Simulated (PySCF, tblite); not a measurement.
## Complex of chlorine monofluoride and hydrogen cyanide

A gas-phase complex of chlorine monofluoride and hydrogen cyanide; neutral, singlet. The structure comes from a short search (6 tight-binding starts) and was relaxed by PBE0-D3(BJ)/def2-TZVPD; another way of binding may lie lower. No frequency run checks that it is a minimum.

Parts: 1 = chlorine monofluoride (FCl), atoms 1–2; 2 = hydrogen cyanide (C#N), atoms 3–5.

Coordinates in Å:
```
Cl1     0.496    0.153   -0.106
F2     -0.982    0.853    0.041
C3      3.739   -1.391   -0.421
N4      2.713   -0.898   -0.324
H5      4.701   -1.849   -0.512
```

| contact | kind (by geometry) | distance (Å) | angle (°) |
| --- | --- | --- | --- |
| F2–Cl1···N4 | halogen bond | 2.463 | 180 |

Interaction energies are complex less parts, with the parts frozen as they stand in it; counterpoise-corrected, in kcal/mol (PySCF). The CCSD(T) estimate is Hartree-Fock/aug-cc-pVQZ, plus the MP2 correlation part extrapolated as X⁻³ from aug-cc-pVTZ and aug-cc-pVQZ, plus CCSD(T) less MP2 in aug-cc-pVDZ; noble-gas cores are frozen. It isn't the exact limit.

| level | interaction | superposition error removed |
| --- | --- | --- |
| Hartree-Fock/aug-cc-pVQZ | -0.78 | - |
| wB97M-D3(BJ)/def2-TZVPD | -4.13 | -0.17 |
| PBE0-D3(BJ)/def2-TZVPD | -5.64 | -0.20 |
| MP2/aug-cc-pVQZ | -5.45 | -0.38 |

Task: What does CCSD(T) at its estimated basis limit give, and which of these levels comes nearest?

Result: -4.48 kcal/mol. wB97M-D3(BJ)/def2-TZVPD is nearest, off by +0.35; the errors are Hartree-Fock/aug-cc-pVQZ +3.70, wB97M-D3(BJ)/def2-TZVPD +0.35, PBE0-D3(BJ)/def2-TZVPD -1.16, MP2/aug-cc-pVQZ -0.97.

Task: What holds them together? Decompose the wB97M-D3(BJ)/def2-TZVPD energy: frozen parts, their antisymmetrised product, then relaxation.

Result: electrostatic -12.9, Pauli repulsion +18.1, orbital relaxation -8.7, dispersion correction -0.8 kcal/mol, which sum to the value before the counterpoise correction; the Pauli term holds the exchange-correlation of the frozen density too. Of the attraction, 57 % is electrostatic, 39 % is orbital relaxation, 4 % is dispersion correction.

The parts were also relaxed and run alone, at the levels used for the complex: shieldings by PBE0/pcSseg-2; core levels by delta-SCF with SCAN, pcX-2 on the ionised atom and pcseg-1 elsewhere, spin-free X2C (2p3/2 is the spin-free 2p value less a third of a first-order spin-orbit splitting).

Values alone: F2–Cl1 bond (Å): 1.619; shielding of Cl1 (ppm): -495.8; shielding of N4 (ppm): -45.8; shielding of F2 (ppm): 678.2; Cl1 2p3/2 core level (eV): 209.40; F2 1s core level (eV): 694.38; N4 1s core level (eV): 406.64.

Task: What does binding change?

Result: 
```
                 property   alone  in the complex  change
          F2–Cl1 bond (Å)   1.619           1.642  +0.023
   shielding of Cl1 (ppm)  -495.8          -321.7  +174.0
    shielding of N4 (ppm)   -45.8           -26.5   +19.3
    shielding of F2 (ppm)   678.2           551.7  -126.5
Cl1 2p3/2 core level (eV)  209.40          207.83   -1.57
    F2 1s core level (eV)  694.38          692.28   -2.10
    N4 1s core level (eV)  406.64          407.04   +0.40
```

The core-hole state of N4 is spin-contaminated (⟨S²⟩ 0.83 against 0.75 for a pure doublet), so that value and differences from it are less sure.
